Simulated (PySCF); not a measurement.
# Static response to an electric field

Compound: tetramethylene sulfoxide, C4H8OS.
Atom-mapped SMILES: `[O:1]=[S:2]1[CH2:3][CH2:4][CH2:5][CH2:6]1` (hydrogens: H7, H8 on C3; H9, H10 on C4; H11, H12 on C5; H13, H14 on C6)

Cartesian coordinates in Å at the GFN2-xTB level; atoms count from 1:
```xyz
14
C4H8OS angstrom
O      0.282    1.656    1.971
S      0.195    1.644    0.510
C     -1.278    0.569    0.107
C     -0.777   -0.649   -0.647
C      0.590   -0.978   -0.057
C      1.363    0.325   -0.085
H     -1.707    0.310    1.074
H     -1.990    1.162   -0.461
H     -1.470   -1.486   -0.548
H     -0.670   -0.416   -1.709
H      0.477   -1.312    0.976
H      1.098   -1.761   -0.621
H      1.651    0.603   -1.098
H      2.234    0.334    0.565
```

Level: B3LYP/def2-SVPD (PySCF), static field, nuclei fixed, core orbitals frozen in the response. The polarisability tensor in these axes (au):

```
x   71.56  0.29  1.27
y    0.29 72.49  7.93
z    1.27  7.93 67.78
```

Task: Diagonalise the tensor; give its mean and Δα, where Δα² is half the sum of the squared differences of the eigenvalues.

Result: Principal values 61.79, 71.49 and 78.55 au; mean 70.61 au = 10.46 Å³ = 11.64 × 10⁻⁴⁰ C²·m²/J; Δα = 14.58 au (21 % of the mean).

Task: What is the dipole moment, and where does it point?

Result: (-0.44, -2.39, -3.54) D, 4.29 D in size, pointing from the negative to the positive side. Measured along this direction, the outermost atoms are O1 at the negative end and H10 at the positive end.

Task: Estimate the molar refractivity from the static electronic polarisability.

Result: Lorentz–Lorenz: R = (4π/3)N_A α = 2.5225 cm³/(mol·Å³) × 10.46 Å³ = 26.4 cm³/mol, in the limit of long wavelengths.

Task: Rayleigh depolarisation ratio (linearly polarised light, static tensor)?

Result: ρ = 3Δα²/(45ᾱ² + 4Δα²) = 637.6/(224359 + 850.1) = 0.00283.

Task: Give the principal axes and the span of the nuclei along them.

Result: Largest value along (0.14, 0.79, 0.60), where the nuclei span 4.23 Å; middle along (0.99, -0.17, -0.02), 4.29 Å; least along (-0.09, -0.59, 0.80), 2.90 Å. 

Task: In TDDFT the mean static polarisability is Σ f/ω² over all singlet excitations (ω in hartree). How much of it do the 8 lowest give? Their energies (eV) and oscillator strengths: 5.50, 0.0072; 5.62, 0.0359; 5.75, 0.0233; 6.26, 0.0339; 6.46, 0.0012; 6.57, 0.0071; 6.71, 0.0033; 6.79, 0.0034.

Result: They add up to 2.43 au, 3.4 % of the 70.61 au; the largest single term is 0.84 au, from the state at 5.62 eV. Terms in order: 0.18, 0.84, 0.52, 0.64, 0.02, 0.12, 0.05, 0.05 au. Higher excitations give the rest. The strengths listed sum to 0.115.

Task: Traceless (Buckingham) quadrupole moment about the centre of nuclear charge: eigenvalues?

Result: -9.70, 2.37, 7.34 D·Å. The values depend on the origin, since the dipole doesn't vanish. The electronic extent ⟨r²⟩ about the same centre is 645 bohr², a root-mean-square distance of 1.80 Å for the 56 electrons.

The structure is a single GFN2-xTB conformer in the gas phase; no vibrational or solvent corrections.
